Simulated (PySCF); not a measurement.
Si(F)4 anion (F4Si), SMILES F[Si](F)(F)F (connectivity only; charge and spin as stated), charge -1, multiplicity 2.

Coordinates come from a r2SCAN-D4/def2-SVPD optimisation. The multiplicity is an assumed one; other spin states were not compared. The isomer is the one that the SMILES or the coordinates give; other isomers of the formula were not compared.

The numbers are results of r2SCAN-D4/def2-SVPD run with PySCF, not measurements.

Frequencies are harmonic and unscaled.

Computed vibrational spectrum:
```
mode  ν (cm⁻¹)  IR (km/mol)  moving atoms (share of kinetic energy)
----  --------  -----------  --------------------------------------
1          178          0.1                                 F 100 %
2          232          1.7                         F 76 %, Si 24 %
3          306          0.0                                 F 100 %
4          379          9.2                         F 90 %, Si 10 %
5          394         30.3                         F 72 %, Si 28 %
6          520          2.8                                  F 97 %
7          749        148.8                         F 59 %, Si 41 %
8          758        393.4                         Si 61 %, F 39 %
9          783        143.6                         F 54 %, Si 46 %
```
